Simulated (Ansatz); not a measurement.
**SiH₄S₂: how energies converge with the basis set**

One table from this session's results is given with a row withheld; the runs are named, their logs left out.

The runs use Ansatz 0.2.0, Gaussian basis; one geometry, several basis sets.

Levels to be run: PBE0-D4/def2-SVP; ωB97M-V/def2-SVP; PBE0-D4/def2-QZVPP; ωB97M-V/def2-QZVPP; the functionals' def2-TZVPP values are taken from earlier runs.

### The relaxed structure

All runs share one geometry, relaxed beforehand with PBE0-D4 in a triple-zeta def2 set.

SMILES `S[SiH2]S`, 7 atoms, charge 0, spin multiplicity 1.

Atoms are counted from 1 here; the program's logs count them from 0.

Bond lengths: S1–Si2 2.137 Å, S1–H4 1.345 Å, Si2–S3 2.126 Å, Si2–H5 1.484 Å, Si2–H6 1.482 Å, S3–H7 1.344 Å. Angles: Si2–S1–H4 93.8°, S1–Si2–S3 108.8°, S1–Si2–H5 108.3°, S1–Si2–H6 113.2°, S3–Si2–H5 113.0°, S3–Si2–H6 104.0°, H5–Si2–H6 109.7°, Si2–S3–H7 94.4°.

The first run:

File in.yaml:

```yaml
crystal:
  periodic: [false, false, false]
  atoms:
    - {symbol: S, position_ang: [-1.440883, -0.940065, -0.544925]}
    - {symbol: Si, position_ang: [0.000305, 0.422915, 0.249023]}
    - {symbol: S, position_ang: [1.560783, -0.688707, 1.171448]}
    - {symbol: H, position_ang: [-1.898587, -0.065625, -1.458219]}
    - {symbol: H, position_ang: [0.481349, 1.287367, -0.856997]}
    - {symbol: H, position_ang: [-0.535522, 1.264573, 1.345443]}
    - {symbol: H, position_ang: [1.893755, -1.348458, 0.048428]}
basis:
  gaussian: {orbitals: def2-SVP}
hamiltonian: {xc: pbe0, dispersion: d4}
output: {orbitals: {seedname: orbitals}}
```

Steps of the session up to this table: PBE0-D4 in def2-SVP; ωB97M-V in def2-SVP; PBE0-D4 in def2-QZVPP; ωB97M-V in def2-QZVPP.

One table of the session follows, with a row left open; its other results are not shown here.

It belongs to the step «Functionals by basis». 

```
functional       basis  HOMO (eV)  LUMO (eV)
   PBE0-D4    def2-SVP      -7.42       0.41
   PBE0-D4  def2-TZVPP      -7.53       0.00
   PBE0-D4  def2-QZVPP      -7.56      -0.20
   ωB97M-V    def2-SVP          ?          ?
   ωB97M-V  def2-TZVPP      -9.70       1.83
   ωB97M-V  def2-QZVPP      -9.74       1.39
```

Estimate the missing values for ωB97M-V, def2-SVP.

As computed: HOMO (eV): -9.55; LUMO (eV): 2.38. In the column «HOMO (eV)» it lies between ωB97M-V, def2-TZVPP (-9.70) and PBE0-D4, def2-QZVPP (-7.56).
